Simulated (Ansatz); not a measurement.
## A ladder of methods for Cl2 (chlorine)

Cl2: 2 atoms, total charge 0, spin state singlet. As SMILES, `ClCl`. The shape was relaxed beforehand at PBE0/def2-SVP.

| atom | x (Å) | y (Å) | z (Å) |
| --- | --- | --- | --- |
| Cl | 0.8640 | -0.2877 | 0.4430 |
| Cl | -0.8640 | 0.2877 | -0.4430 |

Quantity: the atomisation enthalpy at 298 K, in kJ/mol. The values are calculated. The thermal term (zero-point and 298 K enthalpy, harmonic and unscaled) is that of PBE0-D4/def2-TZVP; the spin-orbit lowering of the free atoms at 298 K, 6.9 kJ/mol by their spectra, is taken off.

**The experiment to reproduce.** Active Thermochemical Tables gives the atomisation enthalpy at 298 K of the gas as 243 kJ/mol.

| level | kind | program | value (kJ/mol) | computed − measured |
| --- | --- | --- | --- | --- |
| HF/def2-TZVPP | Hartree–Fock | Ansatz | 67 | -176 |
| SVWN5/def2-TZVPP | LDA | Ansatz | 338 | +95 |
| BLYP/def2-TZVPP | GGA | Ansatz | 236 | -7 |
| PBE/def2-TZVPP | GGA | Ansatz | 267 | +24 |
| r2SCAN/def2-TZVPP | meta-GGA | Ansatz | 240 | -3 |
| CAM-B3LYP/def2-TZVPP | range-separated hybrid | Ansatz | 219 | -24 |
| B2PLYP/def2-TZVPP | double hybrid | Ansatz | 222 | -21 |
| MP2/def2-TZVPP | perturbation theory | Ansatz | 233 | -10 |
| CCSD(T)/def2-TZVPP | coupled cluster or CI | Ansatz | 214 | -29 |

Nearest: r2SCAN/def2-TZVPP (-3 kJ/mol); farthest: HF/def2-TZVPP (-176 kJ/mol). Computed less measured by kind, in kJ/mol (of the ab initio rows, those in def2-TZVPP): Hartree–Fock -176; LDA +95; GGA -7 to +24; meta-GGA -3; range-separated hybrid -24; double hybrid -21; perturbation theory -10; coupled cluster or CI -29. In a finite basis correlated wave-function methods underbind, so their errors here aren't those of the basis-set limit.
